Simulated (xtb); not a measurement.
A geometry relaxed with GFN2-xTB (xtb), charge 0, multiplicity 1:

```xyz
4

Cl    -0.7926     1.8686    -0.0007
Al     0.0001     0.0000     0.0000
Cl     2.0147    -0.2480    -0.0002
Cl    -1.2222    -1.6206     0.0009
```

Task: Write the SMILES of this molecule.

Result: `[Cl][Al]([Cl])[Cl]`
